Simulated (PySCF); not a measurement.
C₂H₃, SMILES [CH]=C, multiplicity 2. Atoms are numbered in the order given.

```xyz
5

C      0.1434     0.7043     0.0000
C     -0.0298    -0.5856     0.0000
H     -0.4608     1.5994     0.0000
H     -1.0274    -1.0310     0.0000
H      0.8063    -1.2809     0.0000
```
Charge 0, spin multiplicity 2.

Geometry optimised at PBE0-D3(BJ)/def2-TZVP. The isomer is the one that the SMILES or the coordinates give; other isomers of the formula were not compared.

Method: PBE/def2-TZVPD in PySCF.

Mulliken values depend strongly on the basis, most of all with diffuse functions as here. ESP charges are fitted to the potential on shells at 1.4 to 2.0 van der Waals radii. Atomic charges (e):

```
atom  ESP fit  meta-Löwdin  Mulliken  Mulliken spin
----  -------  -----------  --------  -------------
C1        ___        -0.15     -0.19           0.93
C2        ___        -0.27     -0.40          -0.08
H3        ___         0.14      0.18           0.04
H4        ___         0.14      0.20           0.07
H5        ___         0.14      0.21           0.04
```

### Question
Some entries are withheld; supply them. (Estimate from the structure and the level; the computed values follow.)

### Answer

- C1, ESP fit: -0.20
- C2, ESP fit: -0.39
- H3, ESP fit: 0.19
- H4, ESP fit: 0.19
- H5, ESP fit: 0.20
